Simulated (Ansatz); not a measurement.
GeH$_{2}$⁻, quartet: the ladder up to UCCSDT(Q)

Geometry: that of the GeH2⁻, doublet, kept fixed. The doublet lies 3.1 eV lower here.

```xyz
3

Ge    0.0000   -0.0307    0.0000
H     0.0000    1.1080   -1.1584
H     0.0000    1.1080    1.1584
```

Basis aug-cc-pVTZ; Ansatz 0.2.0. Correlated methods freeze the noble-gas cores and the filled d shells of p-block atoms, which leaves 7 electrons in 91 orbitals. Prefix R: restricted or restricted open-shell reference; prefix U: unrestricted. Active spaces: valence = (7e, 6o) chosen from the atoms' valence shells. No spin–orbit coupling is included, and no scalar relativity. This anion state lies near or above the neutral species, so the extra electron is weakly bound or unbound and the energies hang on the diffuse functions.

Full CI isn't at hand for all of this; UCCSDT(Q) serves as the reference, and is uncertain by about the last step of the cluster series. The frozen core follows each run's orbitals, which can shift R against U totals by a few meV for light atoms and by up to 0.1 eV past Ca.

```
UHF ⟨S²⟩                          : 3.757
T1 diagnostic (RCCSD)             : 0.0476
largest doubles amplitude (RCCSD) : 0.035
T1 diagnostic (UCCSD)             : 0.0457
```

```tsv
level	E − E(UCCSDT(Q)) (meV)	share of correlation (%)	wall time
UHF	3364	2.06	–
UMP2	780	77.30	–
UCCSD	150	95.65	–
UCCSD(T)	32	99.06	38 s (H100)
UCCSDT	4	99.88	–
```

The correlation energy at UCCSDT(Q), counted from RHF, is -3.435 eV. That run took 19 s on 2 threads of AMD EPYC 7R13 with a shared H100 80 GB, shared host.

Run but not shown, since their state or frozen core can't be matched to the reference's or they repeat it: RHF, RMP2, RCCSD, RCCSD(T), BCCD(T), RCCSDT, RCCSDT(Q), CASSCF (valence space), NEVPT2 (valence space), NEVPT4(SD) (valence space), MRCISD (valence space), MRCISD+Q (valence space).

Times hold each run's SCF and search for its determinant on a shared host, so for small cases they say little of a method's own cost.

Natural occupations of CASSCF (valence space) about the gap: 1.993 1.983 1.005 1.000 1.000 0.019; effectively unpaired electrons, Σ n²(2−n)², 3.00.
